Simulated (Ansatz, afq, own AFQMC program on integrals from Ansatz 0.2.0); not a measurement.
# Where AFQMC and coupled cluster stand for NH⁻, doublet

```yaml
atoms:
  - { symbol: N, position_ang: [0.0000, 0.0000, 0.0000] }
  - { symbol: H, position_ang: [0.0000, 0.0000, 1.0366] }
```

Basis aug-cc-pVDZ. Noble-gas cores (and the filled d shells of Ga–Kr and In–Xe) are frozen. Ansatz 0.2.0 and our own AFQMC program on the same integrals; the CISD trial comes from CCSD amplitudes, and released means the phaseless constraint is let go. Free projection: walkers drawn from exp(T), propagated without any constraint. Its projection time is finite, and what remains of the start isn't in its error. ± is one standard error of the sampling.

Determinant: ROHF, the one that the program's search chose, which needn't be the lowest solution. The geometry is a PBE0/def2-TZVPD stationary point of this or a neighbouring charge and spin state.

Full CI on the same integrals is exact in this basis and with this determinant's frozen core.

Cautions: a spin-contaminated unrestricted determinant lies lower (UHF 574 meV lower, ⟨S²⟩ 1.77).

```
T1 diagnostic                               : 0.0281
weight of the determinant in the CISD state : 0.912
size of the correlated space                : 7 electrons in 31 orbitals
```

| level | correlation energy (eV) |
| --- | --- |
| MP2 | -4.7314 |
| CCSD | -5.1223 |
| CCSD(T) | -5.3003 |

Q: Estimate where full CI lies against CCSD(T) on the same integrals.

A: 0.79 kcal/mol below CCSD(T).

Reference: full CI, correlation energy -5.335 eV. The released energy is read at 2.40 1/Eh (meV from the phaseless value at times in 1/Eh: -6 ± 3 at 0.24, -6.7 ± 2.3 at 0.51, -8.0 ± 2.4 at 0.99, -7 ± 3 at 1.62, -9 ± 4 at 2.40).

```json
{"level": "CCSD(T)", "E − E(reference) (kcal/mol)": "0.79", "share of correlation (%)": "99.36"}
{"level": "CCSDT", "E − E(reference) (kcal/mol)": "0.33", "share of correlation (%)": "99.73"}
{"level": "CCSDT(Q)", "E − E(reference) (kcal/mol)": "0.02", "share of correlation (%)": "99.98"}
{"level": "CCSDTQ", "E − E(reference) (kcal/mol)": "0.01", "share of correlation (%)": "100.00"}
{"level": "ph-AFQMC/HF", "E − E(reference) (kcal/mol)": "0.75 ± 0.48", "share of correlation (%)": "99.39"}
{"level": "ph-AFQMC/CISD", "E − E(reference) (kcal/mol)": "0.24 ± 0.09", "share of correlation (%)": "99.80"}
{"level": "released AFQMC", "E − E(reference) (kcal/mol)": "0.03 ± 0.08", "share of correlation (%)": "99.98"}
{"level": "free AFQMC", "E − E(reference) (kcal/mol)": "0.11 ± 0.09", "share of correlation (%)": "99.91"}
```

CCSDT and higher add their correlation energy to the determinant of the CCSD(T) run, since their own runs factorise the integrals more tightly (a shift of under 2 meV). Free projections are given only where their last times agree within the noise and don't stop above the reference; a slow remainder of the start can still hide under it. A walk keeps the symmetry of its determinant, which the program's search chose and which needn't be the lowest solution, so a lower state of the same spin and another symmetry isn't excluded. Released energies are given only where the last usable release times agree within the noise; a slower fall can still hide under it.
